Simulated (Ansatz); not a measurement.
Mulliken charges of C₃H₄FN, SMILES `NC1=C(F)C1` from ωB97M-V/def2-TZVPP in Ansatz (PBE0-D4/def2-TZVP geometry).

| atom | x (Å) | y (Å) | z (Å) | charge (e) |
| --- | --- | --- | --- | --- |
| N1 | -1.074 | 1.080 | -0.502 | -0.262 |
| C2 | -0.071 | 0.204 | -0.220 | 0.104 |
| C3 | 0.953 | -0.531 | -0.469 | 0.158 |
| F4 | 1.870 | -0.943 | -1.322 | -0.186 |
| C5 | 0.312 | -0.849 | 0.814 | -0.270 |
| H6 | -1.438 | 1.576 | 0.297 | 0.138 |
| H7 | -0.905 | 1.685 | -1.290 | 0.138 |
| H8 | -0.321 | -1.739 | 0.917 | 0.089 |
| H9 | 0.762 | -0.530 | 1.759 | 0.092 |

Question: By hand: the dipole of these point charges (1 e Å = 4.8032 D).

Answer: Σ q r = (-0.289, 0.305, 0.167) e Å, of length 0.452 e Å = 2.17 D.

Question: How does the dipole of the full density compare? (Best estimate.)

Answer: Computed: (-0.287, 0.446, 0.110) e Å, 2.60 D; the point charges give 0.83 times that, at 14° from its direction.

Point charges leave out the atoms' own dipoles, such as those of lone pairs, and Mulliken's split depends on the basis, so the two needn't agree.
